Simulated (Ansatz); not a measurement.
All values below come from Ansatz (an electronic-structure program) with frozen-core CCSD(T)/cc-pVTZ.

Ansatz 0.2 input:
```yaml
crystal:
  periodic: [false, false, false]
  atoms:
    - { symbol: Cl, position_ang: [0.0, 0.0, 0.0] }
basis:
  gaussian: { orbitals: cc-pVTZ }
correlation:
  method: ccsd_t
magnetization:
  spin_polarized: true
  initial_magnetization: 1
```

Output:

```
Functional definition: HF
196 factors; integrals over basis functions are off by at most 1.5e-4 eV
mean field evaluation 1: about -12503.0172 eV, gradient 5.7e0 eV
mean field evaluation 2: about -12503.0196 eV, gradient 5.7e0 eV
mean field evaluation 4: about -12503.2315 eV, gradient 5.2e-1 eV
mean field evaluation 8: about -12503.2356 eV, gradient 4.2e-3 eV
mean field evaluation 16: about -12503.2330 eV, gradient 5.9e-1 eV
mean field evaluation 32: about -12503.2356 eV, gradient 2.6e-3 eV
mean field evaluation 64: about -12503.2356 eV, gradient 4.0e-3 eV
mean field -12503.23561632 eV, -459.4854339022 hartree, gradient 3.9e-6 eV, S^2 0.759299; 4 other end points of the search recorded, 0 dependent functions left out
5 core orbitals not correlated
reference -12503.23561632 eV, -459.4854339022 hartree; 4, 3 occupied and 25, 26 virtual orbitals, 196 factors
second order -4.29743940 eV of doubles, -0.00000000 eV of singles
cycle   1  -4.78249330 eV  change   -4.9e-1 eV  update   3.8e-2
cycle   2  -4.91513560 eV  change   -1.3e-1 eV  update   1.2e-2
cycle   3  -4.92155891 eV  change   -6.4e-3 eV  update   2.6e-3
cycle   4  -4.92111160 eV  change    4.5e-4 eV  update   3.9e-4
cycle   5  -4.92107844 eV  change    3.3e-5 eV  update   9.5e-5
cycle   6  -4.92110391 eV  change   -2.5e-5 eV  update   2.7e-5
cycle   7  -4.92110386 eV  change    5.2e-8 eV  update   7.2e-6
perturbative correction -0.15039659 eV, -0.0055269728 hartree
Total energy: -12508.30711677 eV, -459.6718081062 hartree
```

Cost: roughly 1.1 core-seconds.
